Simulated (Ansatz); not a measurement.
**MoO3: single points with varied inputs**

How do the results and run time of MoO3 respond when the settings are drawn wide?

Program: Ansatz 0.2.0, Gaussian basis. Level of theory: the settings change from run to run. These are calculated values, not measurements.

1 further run of the same task is left out (set aside as unsound or not needed). Runs told in other sessions of the task aren't counted.

### Step 1. The relaxed structure

The geometry comes from an earlier relaxation with r2SCAN-D4 in a triple-zeta def2 set; it is a stationary point. Mo takes a core potential in def2 sets; no spin-orbit term is included.

4 atoms, charge 0, spin multiplicity 1.

Atoms are counted from 1 here; the program's logs count them from 0.

Bond lengths: Mo1–O2 1.705 Å, Mo1–O3 1.705 Å, Mo1–O4 1.705 Å. Angles: O2–Mo1–O3 109.6°, O2–Mo1–O4 109.6°, O3–Mo1–O4 109.6°.

### Step 2. revPBE0/def2-SVPD

Set apart from the defaults: the search for lower states set to light.

in.yaml

```yaml
crystal:
  periodic: [false, false, false]
  atoms:
    - {symbol: Mo, position_ang: [-0.003911, 0.002633, 0.424154]}
    - {symbol: O, position_ang: [1.609150, -0.027603, -0.126332]}
    - {symbol: O, position_ang: [-0.779396, 1.404918, -0.157340]}
    - {symbol: O, position_ang: [-0.825833, -1.379948, -0.140482]}
basis:
  gaussian: {orbitals: def2-SVPD}
hamiltonian: {xc: {name: revPBE0}}
scf: {lower_state_search: light}
output: {forces: true}
```

On the command line:

```bash
$ ansatz run in.yaml --threads 4 --pin off --events-out ev --progress --plain --max-ram 3916MiB
```

Log:

```text
Functional definition: revPBE0
  name "revPBE0"
  cite "Zhang & Yang, Phys. Rev. Lett. 80, 890 (1998) doi:10.1103/PhysRevLett.80.890"
  cite "Adamo & Barone, J. Chem. Phys. 110, 6158 (1999) doi:10.1063/1.478522"
  cite "Perdew, Burke & Ernzerhof, Phys. Rev. Lett. 77, 3865 (1996) doi:10.1103/PhysRevLett.77.3865"
  parameter a = 0.25
  parameter kappa = 1.245
  parameter beta = 0.06672455060314922
  exchange = (1 - a)*pbe_x(kappa = kappa, mu = beta*pi^2/3) + a*exact_x
  correlation = pbe_c(beta = beta)
897 factors; their error is unknown
mean field evaluation 1: about -7966.6631 eV, gradient 1.1e2 eV
mean field evaluation 2: about -7694.5017 eV, gradient 3.5e2 eV
mean field evaluation 4: about -7990.2135 eV, gradient 1.2e1 eV
mean field evaluation 8: about -7990.5038 eV, gradient 4.6e-1 eV
mean field evaluation 16: about -7990.5569 eV, gradient 9.0e-5 eV
mean field -7990.55686070 eV, -293.6475484368 hartree, gradient 2.7e-5 eV, S^2 0.000000; 0 other end points of the search recorded, 0 dependent functions left out
the calculation of the forces begins
reference -7990.55690044 eV, -293.6475498971 hartree; 19, 19 occupied and 84, 84 virtual orbitals, 897 factors
Total energy: -7990.55690044 eV, -293.6475498971 hartree
Atom 0 at    -0.003911     0.002633     0.424154 Å, force     0.006499    -0.004334    -0.720420 eV/Å
Atom 1 at     1.609150    -0.027603    -0.126332 Å, force    -0.503180     0.009833     0.235414 eV/Å
Atom 2 at    -0.779396     1.404918    -0.157340 Å, force     0.241162    -0.436391     0.245156 eV/Å
Atom 3 at    -0.825833    -1.379948    -0.140482 Å, force     0.255518     0.430891     0.239850 eV/Å
Dipole moment:    -0.009831     0.006594     1.063061 e Å
```

It took 0.45 s on 4 threads of AMD EPYC 9B45, shared host.

Largest force 0.720 eV/Å, dipole 5.11 D.

### Step 3. B3LYP/def2-TZVP

This run has multiplicity 3, restricted open-shell orbitals, relativity set to scalar.

in.yaml: that of step 2 with these lines changed.

```diff
@@ -8,5 +8,5 @@
 basis:
-  gaussian: {orbitals: def2-SVPD}
-hamiltonian: {xc: {name: revPBE0}}
-scf: {lower_state_search: light}
-output: {forces: true}
+  gaussian: {orbitals: def2-TZVP}
+magnetization: {spin_polarized: false, initial_magnetization: 2}
+hamiltonian: {xc: {name: B3LYP}, pseudopotentials: {relativity: scalar}}
+scf: {omitted_lower_state_checks: [starts]}
```

Same command.

Log, cut to the lines that bear on the results:

```text
Functional definition: B3LYP
  name "B3LYP"
  cite "Stephens, Devlin, Chabalowski & Frisch, J. Phys. Chem. 98, 11623 (1994) doi:10.1021/j100096a001"
  cite "Becke, Phys. Rev. A 38, 3098 (1988) doi:10.1103/PhysRevA.38.3098"
  cite "Lee, Yang & Parr, Phys. Rev. B 37, 785 (1988) doi:10.1103/PhysRevB.37.785"
  cite "Vosko, Wilk & Nusair, Can. J. Phys. 58, 1200 (1980) doi:10.1139/p80-159"
[...]
824 factors; their error is unknown
[...]
mean field -8003.84113033 eV, -294.1357363411 hartree, gradient 6.8e-6 eV, S^2 2.000000; 0 other end points of the search recorded, 0 dependent functions left out
reference -8003.84137541 eV, -294.1357453480 hartree; 20, 18 occupied and 113, 115 virtual orbitals, 824 factors
Total energy: -8003.84137541 eV, -294.1357453480 hartree
Relativity: scalar
Checks for a lower state left out: starts
```

Run time: 2.1 s. Hardware: 4 threads of AMD EPYC 9B45, shared host.

### Step 4. CAM-B3LYP/def2-SVPD

This run has multiplicity 3, density fitting with def2-universal-jkfit.

in.yaml: that of step 3 with these lines changed.

```diff
@@ -8,5 +8,6 @@
 basis:
-  gaussian: {orbitals: def2-TZVP}
-magnetization: {spin_polarized: false, initial_magnetization: 2}
-hamiltonian: {xc: {name: B3LYP}, pseudopotentials: {relativity: scalar}}
+  gaussian: {orbitals: def2-SVPD, fitting: {mean_field: def2-universal-jkfit}}
+magnetization: {spin_polarized: true, initial_magnetization: 2}
+hamiltonian: {xc: {name: CAM-B3LYP}}
 scf: {omitted_lower_state_checks: [starts]}
+output: {forces: true}
```

The command is unchanged.

Log, cut to the lines that bear on the results:

```text
Functional definition: CAM-B3LYP
  name "CAM-B3LYP"
  cite "Yanai, Tew & Handy, Chem. Phys. Lett. 393, 51 (2004) doi:10.1016/j.cplett.2004.06.011"
  cite "Iikura, Tsuneda, Yanai & Hirao, J. Chem. Phys. 115, 3540 (2001) doi:10.1063/1.1383587"
  cite "Becke, Phys. Rev. A 38, 3098 (1988) doi:10.1103/PhysRevA.38.3098"
  cite "Lee, Yang & Parr, Phys. Rev. B 37, 785 (1988) doi:10.1103/PhysRevB.37.785"
  cite "Vosko, Wilk & Nusair, Can. J. Phys. 58, 1200 (1980) doi:10.1139/p80-159"
[...]
  # Exact exchange under (alpha + beta erf(omega r))/r, Becke's under what is left of 1/r.
[...]
486 factors; integrals over basis functions are off by at most 1.5e-1 eV
486 factors; integrals over basis functions are off by at most 4.2e-5 eV
[...]
mean field -7988.10047275 eV, -293.5572778447 hartree, gradient 4.6e-6 eV, S^2 2.046673; 0 other end points of the search recorded, 0 dependent functions left out
[...]
reference -7988.10058694 eV, -293.5572820409 hartree; 20, 18 occupied and 83, 85 virtual orbitals, 486 factors
Total energy: -7988.10058694 eV, -293.5572820409 hartree
Atom 0 at    -0.003911     0.002633     0.424154 Å, force    -2.023923     3.634178     0.937610 eV/Å
Atom 1 at     1.609150    -0.027603    -0.126332 Å, force     2.841747    -0.307201    -0.784672 eV/Å
Atom 2 at    -0.779396     1.404918    -0.157340 Å, force     0.416210    -0.756020     0.655404 eV/Å
Atom 3 at    -0.825833    -1.379948    -0.140482 Å, force    -1.234034    -2.570957    -0.808341 eV/Å
Dipole moment:     0.127957    -0.235881     0.528110 e Å
Checks for a lower state left out: starts
```

Run time: 1.9 s. Hardware: 4 threads of AMD EPYC 9B45, shared host.

Largest force 4.264 eV/Å, dipole 2.85 D, ⟨S²⟩ 2.047.

### Step 5. rPW86-PBE/def2-SVP

Set apart from the defaults: multiplicity 3, D3(BJ) dispersion.

in.yaml: that of step 4 with these lines changed.

```diff
@@ -8,6 +8,5 @@
 basis:
-  gaussian: {orbitals: def2-SVPD, fitting: {mean_field: def2-universal-jkfit}}
+  gaussian: {orbitals: def2-SVP}
 magnetization: {spin_polarized: true, initial_magnetization: 2}
-hamiltonian: {xc: {name: CAM-B3LYP}}
-scf: {omitted_lower_state_checks: [starts]}
+hamiltonian: {xc: {name: rPW86-PBE}, dispersion: d3bj}
 output: {forces: true}
```

Launched as before.

Log, cut to the lines that bear on the results:

```text
Functional definition: rPW86-PBE
  name "rPW86-PBE"
  cite "Murray, Lee & Langreth, J. Chem. Theory Comput. 5, 2754 (2009) doi:10.1021/ct900365q"
  cite "Perdew, Burke & Ernzerhof, Phys. Rev. Lett. 77, 3865 (1996) doi:10.1103/PhysRevLett.77.3865"
  parent pbe
[...]
732 factors; their error is unknown
[...]
mean field -8006.86961993 eV, -294.2470312811 hartree, gradient 1.4e-5 eV, S^2 2.008736; 8 other end points of the search recorded, 0 dependent functions left out
[...]
reference -8006.86974748 eV, -294.2470359685 hartree; 20, 18 occupied and 53, 55 virtual orbitals, 732 factors
Total energy: -8006.94664077 eV, -294.2498617450 hartree
Atom 0 at    -0.003911     0.002633     0.424154 Å, force    -0.024000     0.016176     2.596146 eV/Å
Atom 1 at     1.609150    -0.027603    -0.126332 Å, force     2.926537    -0.053871    -0.838070 eV/Å
Atom 2 at    -0.779396     1.404918    -0.157340 Å, force    -1.409092     2.546507    -0.894327 eV/Å
Atom 3 at    -0.825833    -1.379948    -0.140482 Å, force    -1.493445    -2.508812    -0.863749 eV/Å
Dipole moment:    -0.003542     0.002384     0.383510 e Å
```

It took 3.8 s on 4 threads of AMD EPYC 9B45, shared host.

Largest force 3.045 eV/Å, dipole 1.84 D, ⟨S²⟩ 2.009.

### Step 6. All runs side by side

```
              level  charge  multiplicity  geometry  functions  energy (eV)    time
  revPBE0/def2-SVPD       0             1   relaxed        103    -7990.557  0.45 s
    B3LYP/def2-TZVP       0             3   relaxed        133    -8003.841   2.1 s
CAM-B3LYP/def2-SVPD       0             3   relaxed        103    -7988.101   1.9 s
 rPW86-PBE/def2-SVP       0             3   relaxed         73    -8006.947   3.8 s
```

### Step 7. Results

| quantity | value |
| --- | --- |
| runs | 4 |
| quickest | revPBE0/def2-SVPD, 0.45 s |
| slowest | rPW86-PBE/def2-SVP, 3.8 s |

The runs differ in state or geometry as well as level, so their energies can't be set against each other. rPW86-PBE/def2-SVP took 8 times as long as revPBE0/def2-SVPD. The jobs differ in tasks and options as well as level. At the r2SCAN-D4/def2-TZVP geometry and in the same state, the sound runs without point charges leave forces up to 0.72 eV/Å (revPBE0/def2-SVPD).
